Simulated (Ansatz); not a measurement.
## A barrier at the coupled-cluster level

Start structure (C$_{2}$H$_{8}$N, doublet), relaxed at PBE0-D4/def2-TZVP:

H1  (0.344, 0.499, 1.640)
C2  (1.236, 0.441, 0.998)
N3  (1.040, 0.857, -0.379)
C4  (-1.804, -1.080, -0.875)
H5  (1.592, -0.592, 1.017)
H6  (2.015, 1.054, 1.457)
H7  (0.715, 1.814, -0.417)
H8  (0.323, 0.289, -0.818)
H9  (-2.447, -0.326, -1.305)
H10  (-1.713, -1.164, 0.198)
H11  (-1.302, -1.790, -1.516)
(Å)

The step: CH₅N ([CH3][NH2]) + CH₃ → CH₄N ([CH2][NH2]) + CH₄; bonds formed: H1–C4; bonds broken: H1–C2. Program: Ansatz 0.2.0. Basis: def2-TZVPP and def2-QZVPP. Cores are frozen in the correlated methods; orbitals are unrestricted. Extrapolation: Hartree–Fock as exp(−7.88 √X), correlation as X^−2.97. Energies below are by CCSD(T) at an estimated basis limit (MP2 extrapolated from triple and quadruple zeta, plus CCSD(T) − MP2 in triple zeta).

(1) What are the electronic barrier and the energy of the step, from the start structure to the end structure? (Judge from chemistry; the value comes from the calculation.)

No T1 diagnostic of these runs exceeds 0.016. ⟨S²⟩ of the unrestricted Hartree–Fock references: 0.76 to 0.79 (a pure state has 0.75).

Answers

(1) Computed: Barrier 54.2 kJ/mol; step energy -49.9 kJ/mol (downhill); reverse barrier, their difference, 104.1 kJ/mol. Barrier and step energy count from the start structure, the reverse barrier from the end structure.

The saddle point: One imaginary mode of 1310i cm⁻¹.
```
 pair  start (Å)  saddle (Å)  end (Å)
H1–C4       3.66        1.47     1.09
H1–C2       1.10        1.26     2.86
```

Zero-point energy (harmonic, PBE0-D4): ZPE is 249.5 kJ/mol at the start and 243.8 kJ/mol at the saddle, so the barrier goes from 54.2 to 48.5 kJ/mol.

Labels in which every atom is bracketed show which atoms are joined, not bond orders.

For scale, one of the runs: CCSD(T)/def2-TZVPP, 205 basis functions (an equivalent command: `ansatz run in.yaml --threads 4`). Hardware: 4 CPU threads, shared host. Wall time 2.5 min; peak host memory 7.3 GiB.
